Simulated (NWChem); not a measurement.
Molecule: chloroform (CHCl₃); SMILES ClC(Cl)Cl

```xyz
5

Cl     1.4799     0.8383    -0.0776
C      0.0000     0.0000     0.4604
Cl    -1.4660     0.8624    -0.0776
Cl    -0.0139    -1.7008    -0.0776
H      0.0000     0.0000     1.5636
```
Atoms are numbered in this order, from 1.

Results from NWChem. Pople sets run with spherical d functions. All runs use the structure optimised with PBE-D3(BJ)/def2-SVP. Vzz is the largest principal value of the second derivative of the potential at the nucleus (NWChem prints the opposite sign); η is the asymmetry. Non-relativistic.

| level | Vzz Cl4 (a.u.) | η Cl4 |
|---|---|---|
| PBE/cc-pVTZ | 3.862 | 0.02 |
| PBE/def2-TZVP | 4.175 | 0.02 |
| Hartree-Fock/6-31G* | [?] | 0.00 |
| Hartree-Fock/def2-SVP | 3.987 | 0.01 |

**Question.** Some entries are withheld; supply them.

**Answer.** 
- Hartree-Fock/6-31G*, Vzz Cl4 (a.u.): 4.126
